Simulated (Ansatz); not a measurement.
# Aluminium, fcc: convergence with the k-point mesh

Computed with Ansatz, PBE, scalar-relativistic PAW, on the relaxed cell (a = 4.040 Å; spin not included). Errors count from a run at 420 eV on a Γ-centred 22×22×22 mesh with Fermi-Dirac smearing of 0.1 eV, extrapolated to zero width. Fixed here: cutoff 420 eV, Fermi-Dirac width 0.1 eV. The SCF starts from atomic densities corrected by a trained network.

```
  k-mesh  E(σ→0) error (meV/atom)  P (GPa)  SCF iterations
   2×2×2                   -670.9    -5.25               6
   4×4×4                    283.0     1.05               6
   5×5×5                     57.4     1.76               6
   7×7×7                    -46.4    -0.24               6
11×11×11                     -7.3     0.15               6
14×14×14                      8.9    -0.04               6
19×19×19                      5.6     0.08               6
```

Q: What does the run at 8×8×8 give (k-mesh)?

A: E(σ→0) error (meV/atom): 6.2; P (GPa): 0.17; SCF iterations: 6.

Within 5 meV/atom of the last row: from 14×14×14 on.
